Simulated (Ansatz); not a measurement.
Input (CCSDT(Q)/cc-pV(D+d)Z; Ansatz, a quantum-chemistry and plane-wave program): A basis named .json is the Basis Set Exchange file of that set.

Ansatz 0.2 input:
```yaml
crystal:
  periodic: [false, false, false]
  atoms:
    - {symbol: C, position_ang: [-0.18331015, 0.82218101, -0.00200557]}
    - {symbol: C, position_ang: [0.95939345, 1.42913572, -0.00491648]}
    - {symbol: Cl, position_ang: [-0.32505073, -0.94519596, 0.00290529]}
    - {symbol: H, position_ang: [-1.15024766, 1.30588412, -0.00222400]}
    - {symbol: H, position_ang: [2.01961031, 1.25454689, -0.00563361]}
basis:
  gaussian:
    orbitals: cc-pV_D+d_Z.json
magnetization: {spin_polarized: true, initial_magnetization: 1}
correlation: {method: ccsdt_q, electrons: outside_noble_gas}
```

Output:

```
Functional definition: HF
integrals: 0.07 GiB planned
1124 factors; integrals over basis functions are off by at most 1.6e-7 eV
mean field: 0.19 GiB planned
mean field evaluation 1: about -14592.3896 eV, gradient 1.2e1 eV
mean field evaluation 2: about -14592.3927 eV, gradient 1.2e1 eV
mean field evaluation 4: about -14593.8157 eV, gradient 2.4e0 eV
mean field evaluation 8: about -14593.9435 eV, gradient 5.9e-1 eV
mean field evaluation 16: about -14592.3890 eV, gradient 1.2e1 eV
mean field evaluation 32: about -14591.3654 eV, gradient 3.5e-1 eV
mean field -14594.00208123 eV, -536.3196843154 hartree, gradient 2.5e-6 eV, S^2 0.951201; 1 other end points of the search recorded, 0 dependent functions left out
determinant -14594.00208123 eV, -536.3196843154 hartree, with singles and doubles -14605.04562175 eV, -536.7255269437 hartree
determinant -14591.36845302 eV, -536.2229002636 hartree, with singles and doubles -14602.40922566 eV, -536.6286411747 hartree
7 core orbitals not correlated
reference -14594.00208123 eV, -536.3196843154 hartree; 9, 8 occupied and 45, 46 virtual orbitals, 1124 factors
second order -9.83139968 eV of doubles, -0.00000000 eV of singles
coupled cluster: 1.56 GiB planned
cycle   1  -10.49534120 eV  change   -6.6e-1 eV  update   9.9e-2
cycle   2  -11.07313328 eV  change   -5.8e-1 eV  update   5.0e-2
cycle   3  -11.43360691 eV  change   -3.6e-1 eV  update   3.7e-2
cycle   4  -11.42409171 eV  change    9.5e-3 eV  update   2.1e-2
cycle   5  -11.43422703 eV  change   -1.0e-2 eV  update   1.3e-2
cycle   6  -11.44979155 eV  change   -1.6e-2 eV  update   5.7e-3
cycle   7  -11.45208703 eV  change   -2.3e-3 eV  update   3.4e-3
cycle   8  -11.45171642 eV  change    3.7e-4 eV  update   2.0e-3
cycle   9  -11.45383370 eV  change   -2.1e-3 eV  update   1.3e-3
cycle  10  -11.45405334 eV  change   -2.2e-4 eV  update   6.9e-4
cycle  11  -11.45456159 eV  change   -5.1e-4 eV  update   3.5e-4
cycle  12  -11.45498285 eV  change   -4.2e-4 eV  update   1.4e-4
cycle  13  -11.45510596 eV  change   -1.2e-4 eV  update   6.5e-5
cycle  14  -11.45516670 eV  change   -6.1e-5 eV  update   3.2e-5
cycle  15  -11.45520502 eV  change   -3.8e-5 eV  update   1.8e-5
cycle  16  -11.45521324 eV  change   -8.2e-6 eV  update   1.1e-5
cycle  17  -11.45521979 eV  change   -6.6e-6 eV  update   6.7e-6
cycle  18  -11.45521948 eV  change    3.1e-7 eV  update   3.5e-6
cycle  19  -11.45521666 eV  change    2.8e-6 eV  update   2.0e-6
cycle  20  -11.45521446 eV  change    2.2e-6 eV  update   1.1e-6
cycle  21  -11.45521379 eV  change    6.7e-7 eV  update   6.8e-7
coupled cluster: 1.56 GiB planned
perturbative correction -0.03042256 eV, -0.0011180085 hartree
Total energy: -14605.48771758 eV, -536.7417736659 hartree
```

The determinant is spin-contaminated: <S^2> is 0.95, 0.20 over the pure value.
